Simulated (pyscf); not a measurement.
## Substitution at Si: `[CH3][Si]([Cl])([Cl])[Cl]` + `[H]` [doublet] → `[CH3]` [doublet] + `[Cl][SiH]([Cl])[Cl]`

Gas phase, doublet surface, charge 0. Bonds broken: C1–Si2. Bonds formed: Si2–H9. Optimised with ωB97X-D3(BJ)/def2-SVP in PySCF.

Transition state (Å):

```xyz
9

C      0.4243    -0.0197    -0.6891
Si    -1.4595     0.3004    -0.1105
Cl    -1.9869    -1.7004    -0.5592
Cl    -1.7116     1.8100    -1.5695
Cl    -0.8262     0.8201     1.8406
H      0.9366     0.9393    -0.5426
H      0.7962    -0.8166    -0.0331
H      0.3545    -0.3200    -1.7420
H     -2.9049     0.5357     0.3378
```

One imaginary mode, 1131i cm⁻¹; descent along it reached the two sides named.

```tsv
bond	change	reactant side (Å)	saddle	product side
C1–Si2	breaks	1.846	1.997	3.6
Si2–H9	forms	3.9	1.531	1.472
```

Electronic energies relative to the separated reactants (kcal/mol):

```tsv
level	barrier	reaction energy	reverse barrier
ωB97X-D3(BJ)/def2-TZVP	34.5	+3.8	30.6
PBE/def2-TZVP	21.8	+2.4	19.3
r²SCAN/def2-TZVP	24.4	-1.4	25.7
B3LYP-D3(BJ)/def2-TZVP	25.5	-1.2	26.7
PBE0-D3(BJ)/def2-TZVP	28.6	+3.3	25.3
M06-2X/def2-TZVP	32.3	+2.6	29.8
ωB97M-D3(BJ)/def2-TZVP	33.5	+2.2	31.3
HF/def2-TZVP	52.8	-6.0	58.9
```

With ωB97M-D3(BJ)/def2-TZVP energies and thermal terms (ideal gas, 1 atm, RRHO with modes under 100 cm⁻¹ raised to 100, one conformer, R ln 2 for chiral ones without a mode under 150 cm⁻¹), in kcal/mol:

```
T (K)   ΔH‡   ΔG‡    ΔH    ΔG
-----  ----  ----  ----  ----
298    34.9  42.2  +2.8  -0.4
600    34.1  49.9  +1.9  -3.4
900    33.5  57.9  +0.9  -5.8
1200   33.1  66.0  -0.2  -7.9
```

The same reactants have a lower exit, to •H₂C–Si(Cl)(Cl)–Cl + H₂ (barrier +12.7 kcal/mol at ωB97M-D3(BJ)/def2-TZVP, against +33.5 kcal/mol here). One saddle was located; it need not be the lowest between these sides. The angle at the attacked Si is 180°.
